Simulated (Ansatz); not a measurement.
# [SiH3]+ (SMILES [SiH3+]): methods side by side

The species is [SiH3]+ (4 atoms), meant as a singlet with charge +1. SMILES: `[SiH3+]`. The shape was relaxed beforehand at r2SCAN/def2-SVP.

```xyz
4

Si    0.0000    0.0000    0.0000
H     0.6893    0.6778    1.1169
H    -0.1188   -1.4724   -0.0099
H    -0.5705    0.7945   -1.1069
```

Each level gives the dissociation energy of the H2–Si1 bond into doublet H and doublet [SiH2]+ (shapes relaxed at r2SCAN/def2-SVP, no zero-point term) (eV). The values are calculated.

```
               level                    kind  program  value (eV)
       HF/def2-TZVPP            Hartree–Fock   Ansatz        3.32
    SVWN5/def2-TZVPP                     LDA   Ansatz        4.38
     BLYP/def2-TZVPP                     GGA   Ansatz        4.03
   r2SCAN/def2-TZVPP                meta-GGA   Ansatz        4.04
  PBE0-D4/def2-TZVPP           global hybrid   Ansatz        4.02
CAM-B3LYP/def2-TZVPP  range-separated hybrid   Ansatz        4.15
   B2PLYP/def2-TZVPP           double hybrid   Ansatz        4.13
  RPA@PBE/def2-TZVPP                     RPA   Ansatz        4.05
```

The values span 3.32 to 4.38 eV. Hartree–Fock misses the correlation of the electron pair that is broken and comes out low. Measured bond enthalpies also hold zero-point and thermal terms, a few tenths of an eV less.
